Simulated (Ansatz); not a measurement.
A calculation with Ansatz (development build ahead of 0.2.0).

```yaml
crystal:
  periodic: [false, false, false]
  atoms:
    - { symbol: C, position_ang: [-0.00911, -0.42458, -1.91211] }
    - { symbol: C, position_ang: [-0.00487, 0.40902, -0.64555] }
    - { symbol: C, position_ang: [-0.00927, -0.41129, 0.63841] }
    - { symbol: C, position_ang: [-0.0088, 0.42608, 1.9114] }
    - { symbol: H, position_ang: [-0.00466, 0.20141, -2.80536] }
    - { symbol: H, position_ang: [0.88677, -1.07951, -1.96689] }
    - { symbol: H, position_ang: [-0.89467, -1.08041, -1.96083] }
    - { symbol: H, position_ang: [-0.87928, 1.08391, -0.6454] }
    - { symbol: H, position_ang: [0.88836, 1.08806, -0.6377] }
    - { symbol: H, position_ang: [0.88468, -1.07479, 0.63474] }
    - { symbol: H, position_ang: [-0.88678, -1.08979, 0.63212] }
    - { symbol: H, position_ang: [0.00088, -0.2162, 2.81646] }
    - { symbol: H, position_ang: [0.88163, 1.0683, 1.95275] }
    - { symbol: H, position_ang: [-0.88737, 1.08368, 1.95722] }
basis:
  gaussian: { orbitals: STO-3G }
hamiltonian:
  xc: hf
correlation:
  method: mp2
  frozen_orbitals: { C: 1, H: 0 }
```

The input is written out in the form of the current development build from the run's settings.

Output:

```yaml
Converged: yes
Reference_energy: -155.46187 hartree
Correlation_energy: -0.21166 hartree
Total_energy: -155.67353 hartree
Spin_squared_of_the_determinant: 0.000
```
